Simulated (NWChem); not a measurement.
System: O3 anion, doublet

Here is an NWChem input.

```
start job
memory heap 200 mb stack 900 mb global 1100 mb
charge -1
geometry units angstroms
  O     -1.135102     0.000000    -0.238988
  O      0.000000     0.000000     0.477976
  O      1.135102     0.000000    -0.238988
end
basis spherical
  O library def2-svp
end
dft
  odft
  mult 2
  xc xpbe96 cpbe96
  iterations 150
end
driver
  maxiter 120
end
task dft optimize
task dft freq
```

Output (shortened):

```
             Northwest Computational Chemistry Package (NWChem) 7.3.0
             --------------------------------------------------------

 C2V symmetry detected

                             Geometry "geometry" -> ""
                             -------------------------

 Output coordinates in angstroms (scale by  1.889725989 to convert to a.u.)

  No.       Tag          Charge          X              Y              Z
 ---- ---------------- ---------- -------------- -------------- --------------
    1 O                    8.0000    -1.13510200     0.00000000    -0.23898800
    2 O                    8.0000     0.00000000     0.00000000     0.47797600
    3 O                    8.0000     1.13510200     0.00000000    -0.23898800

 Effective nuclear repulsion energy (a.u.)      65.3697110344

      Symmetry information
      --------------------

 Group name             C2v
 Group number             16
 Group order               4
 No. of unique centers     2

                                Z-matrix (autoz)
                                --------

 Units are Angstrom for bonds and degrees for angles

      Type          Name      I     J     K     L     M      Value
      ----------- --------  ----- ----- ----- ----- ----- ----------
    1 Stretch                  1     2                       1.34257
    2 Stretch                  2     3                       1.34257
    3 Bend                     1     2     3               115.44456

  pbe96 is a nonlocal functional; adding pw91lda local functional.

                           NWChem Geometry Optimization
                           ----------------------------

 maximum gradient threshold         (gmax) =   0.000450
 rms gradient threshold             (grms) =   0.000300
 maximum cartesian step threshold   (xmax) =   0.001800
 rms cartesian step threshold       (xrms) =   0.001200
 fixed trust radius                (trust) =   0.300000
 source of zmatrix                         =   autoz

          -------------------
          Energy Minimization
          -------------------

 Using diagonal initial Hessian
 Scaling for Hessian diagonals: bonds = 1.00  angles = 0.25  torsions = 0.10

          --------
          Step   0

                                 NWChem DFT Module
                                 -----------------

[...]

      ----------------------
      Optimization converged
      ----------------------

  Step       Energy      Delta E   Gmax     Grms     Xrms     Xmax
  ---- ---------------- -------- -------- -------- -------- --------
@    3    -225.08910330 -1.6D-08  0.00001  0.00001  0.00010  0.00021
                                     ok       ok       ok       ok

                                Z-matrix (autoz)
                                --------

 Units are Angstrom for bonds and degrees for angles

      Type          Name      I     J     K     L     M      Value     Gradient
      ----------- --------  ----- ----- ----- ----- ----- ---------- ----------
    1 Stretch                  1     2                       1.36421   -0.00001
    2 Stretch                  2     3                       1.36421   -0.00001
    3 Bend                     1     2     3               116.02653   -0.00000

                         Geometry "geometry" -> "geometry"
                         ---------------------------------

 Output coordinates in angstroms (scale by  1.889725989 to convert to a.u.)

  No.       Tag          Charge          X              Y              Z
 ---- ---------------- ---------- -------------- -------------- --------------
    1 O                    8.0000    -1.15708299     0.00000000    -0.24088441
    2 O                    8.0000     0.00000000     0.00000000     0.48176882
    3 O                    8.0000     1.15708299     0.00000000    -0.24088441

 Effective nuclear repulsion energy (a.u.)      64.2860150983

      Symmetry information
      --------------------

 Group name             C2v
 Group number             16
 Group order               4
 No. of unique centers     2

[...]

 Rotational Constants
 --------------------
 A=   3.027259 cm-1  (  4.355454 K)
 B=   0.393604 cm-1  (  0.566295 K)
 C=   0.348316 cm-1  (  0.501138 K)

 Temperature                      =   298.15K
 frequency scaling parameter      =   1.0000

 Zero-Point correction to Energy  =    3.497 kcal/mol  (  0.005572 au)
 Thermal correction to Energy     =    5.443 kcal/mol  (  0.008674 au)
 Thermal correction to Enthalpy   =    6.035 kcal/mol  (  0.009618 au)

 Total Entropy                    =   57.759 cal/mol-K
   - Translational                =   37.512 cal/mol-K (mol. weight =  47.9847)
   - Rotational                   =   19.505 cal/mol-K (symmetry #  =        2)
   - Vibrational                  =    0.742 cal/mol-K

 Cv (constant volume heat capacity) =    7.966 cal/mol-K
   - Translational                  =    2.979 cal/mol-K
   - Rotational                     =    2.979 cal/mol-K
   - Vibrational                    =    2.007 cal/mol-K

[normal modes left out]

 ----------------------------------------------------------------------------
 Normal Eigenvalue ||           Projected Infra Red Intensities
  Mode   [cm**-1]  || [atomic units] [(debye/angs)**2] [(KM/mol)] [arbitrary]
 ------ ---------- || -------------- ----------------- ---------- -----------
    1       -0.000 ||    0.015267           0.352        14.883       5.350
    2       -0.000 ||    0.009479           0.219         9.240       3.321
    3       -0.000 ||    0.017657           0.407        17.213       6.187
    4        0.000 ||    0.013390           0.309        13.053       4.692
    5        0.000 ||    0.000346           0.008         0.338       0.121
    6        0.000 ||    0.013390           0.309        13.053       4.692
    7      583.960 ||    0.007721           0.178         7.527       2.706
    8      834.810 ||    0.177706           4.100       173.236      62.270
    9     1028.355 ||    0.001885           0.043         1.838       0.661
 ----------------------------------------------------------------------------
```

Level: PBE/def2-SVP, spin-unrestricted. In the optimisation the excess spin sits in b2 (C2v, its own frame). Sets without diffuse functions describe the anion's extra electron poorly. No stability test was run on the SCF state. The highest occupied level is positive, so the extra electron may be held by the finite basis.
